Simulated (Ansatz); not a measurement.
A run of Ansatz (development build ahead of 0.2.0) on triplet C₄H₅N at this shape:

```xyz
10

N     0.4135    0.4075    0.9546
C     0.7090    0.8811   -0.2921
C     0.0079    0.1236   -1.2066
C    -0.7354   -0.8406   -0.4730
C    -0.4616   -0.6373    0.8632
H     0.7872    0.7758    1.8173
H     1.3916    1.7163   -0.4335
H     0.0284    0.2506   -2.2873
H    -1.3995   -1.6018   -0.8780
H    -0.8211   -1.1541    1.7503
```

Its results:

| Property | Result |
| --- | --- |
| Converged | yes |
| Total energy | -208.52827 hartree |
| Spin squared of the determinant | 2.226 |
| Stability test | minimum |

Forces (eV/Å):
| atom | Fx | Fy | Fz |
| --- | --- | --- | --- |
| N1 | 1.517 | 1.490 | 3.550 |
| C2 | 1.142 | 1.495 | -1.262 |
| C3 | -1.361 | -1.550 | -0.943 |
| C4 | -0.798 | -0.238 | -7.652 |
| C5 | -0.236 | -0.959 | 7.149 |
| H6 | -0.334 | -0.330 | -0.759 |
| H7 | -0.268 | -0.317 | -0.059 |
| H8 | -0.042 | -0.086 | 0.362 |
| H9 | 0.265 | 0.314 | 0.063 |
| H10 | 0.115 | 0.181 | -0.449 |

(1) Which input gives this output? Name the method, the orbitals and the basis set, and write the input.

Answers

(1) UHF in def2-SVP.

```yaml
crystal:
  periodic: [false, false, false]
  atoms:
    - { symbol: "N", position_ang: [0.4135, 0.4075, 0.9546] }
    - { symbol: C, position_ang: [0.709, 0.8811, -0.2921] }
    - { symbol: C, position_ang: [0.0079, 0.1236, -1.2066] }
    - { symbol: C, position_ang: [-0.7354, -0.8406, -0.473] }
    - { symbol: C, position_ang: [-0.4616, -0.6373, 0.8632] }
    - { symbol: H, position_ang: [0.7872, 0.7758, 1.8173] }
    - { symbol: H, position_ang: [1.3916, 1.7163, -0.4335] }
    - { symbol: H, position_ang: [0.0284, 0.2506, -2.2873] }
    - { symbol: H, position_ang: [-1.3995, -1.6018, -0.878] }
    - { symbol: H, position_ang: [-0.8211, -1.1541, 1.7503] }
basis:
  gaussian: { orbitals: def2-SVP }
magnetization:
  spin_polarized: true
  initial_magnetization: 2
hamiltonian:
  xc: hf
output:
  forces: true
```

Caution: another spin multiplicity may lie lower; the unrestricted determinant is spin contaminated; the determinant breaks the point group.
